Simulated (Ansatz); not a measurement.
The input, for Ansatz 0.2.0:

```yaml
crystal:
  periodic: [false, false, false]
  atoms:
    - {symbol: Si, position_ang: [0.080919, -0.069607, 1.272070]}
    - {symbol: Al, position_ang: [-0.083955, 0.019133, -1.361637]}
    - {symbol: H, position_ang: [-0.007335, 1.427366, 1.004373]}
basis:
  gaussian: {orbitals: 6-31G}
magnetization: {spin_polarized: false}
correlation: {method: bccd, electrons: outside_noble_gas}
```

```sh
$ ansatz run in.yaml --threads 1 --pin off --events-out ev --progress --plain --max-ram 2393MiB
```

(1) Roughly how long does this take on 1 thread of Intel Xeon 6975P-C, shared host, and how much host memory?

```
310 factors; integrals over basis functions are off by at most 2.1e-4 eV
mean field evaluation 1: about -14454.2620 eV, gradient 1.1e1 eV
mean field evaluation 2: about -14454.2632 eV, gradient 1.1e1 eV
mean field evaluation 4: about -14455.4002 eV, gradient 1.1e0 eV
mean field evaluation 8: about -14455.4173 eV, gradient 5.1e-3 eV
mean field evaluation 16: about -14456.2842 eV, gradient 3.2e0 eV
mean field evaluation 32: about -14455.4172 eV, gradient 2.1e-2 eV
mean field evaluation 64: about -14455.4173 eV, gradient 7.3e-4 eV
mean field evaluation 96: about -14455.2077 eV, gradient 3.5e0 eV
mean field evaluation 128: about -14455.4173 eV, gradient 6.3e-4 eV
mean field evaluation 160: about -14434.6872 eV, gradient 1.2e1 eV
mean field evaluation 192: about -14444.9824 eV, gradient 1.3e-1 eV
mean field evaluation 224: about -14455.4173 eV, gradient 2.1e-6 eV
mean field -14456.38620224 eV, -531.2623940417 hartree, gradient 1.5e-6 eV, S^2 0.000000; 11 other end points of the search recorded, 0 dependent functions left out; unrestricted orbitals would lower it
mean field evaluation 256: about -14456.9695 eV, gradient 5.9e-2 eV
determinant -14456.38620224 eV, -531.2623940417 hartree, with singles and doubles -14458.94461394 eV, -531.3564139376 hartree
determinant -14455.41725843 eV, -531.2267860136 hartree, with singles and doubles -14458.68369483 eV, -531.3468253373 hartree
determinant -14456.38620224 eV, -531.2623940417 hartree, with singles and doubles -14458.94770479 eV, -531.3565275244 hartree
determinant -14455.41725843 eV, -531.2267860136 hartree, with singles and doubles -14458.70056609 eV, -531.3474453444 hartree
10 core orbitals not correlated: weight in the atoms' cores, before any rotation towards them, 1.000 or more for the frozen orbitals, at most 0.000 for the correlated occupied ones
reference -14456.38620224 eV, -531.2623940417 hartree; 4, 4 occupied and 14, 14 virtual orbitals, 310 factors
second order -1.73745260 eV of doubles, -0.00000000 eV of singles
cycle   1  -2.56133412 eV  change    1.7e-4 eV  update   2.7e-3
cycle   2  -2.56024277 eV  change    1.1e-3 eV  update   6.5e-4
cycle   3  -2.55996046 eV  change    2.8e-4 eV  update   2.7e-4
cycle   4  -2.55990300 eV  change    5.7e-5 eV  update   1.3e-4
cycle   5  -2.55991042 eV  change   -7.4e-6 eV  update   7.0e-5
cycle   6  -2.55990893 eV  change    1.5e-6 eV  update   3.6e-5
cycle   7  -2.55990629 eV  change    2.6e-6 eV  update   1.9e-5
cycle   8  -2.55990169 eV  change    4.6e-6 eV  update   1.4e-5
cycle   9  -2.55989542 eV  change    6.3e-6 eV  update   1.1e-5
cycle  10  -2.55988970 eV  change    5.7e-6 eV  update   7.0e-6
Total energy: -14458.94609193 eV, -531.3564682529 hartree
```

## Answers

(1) 0.93 s wall and 0.08 GiB.
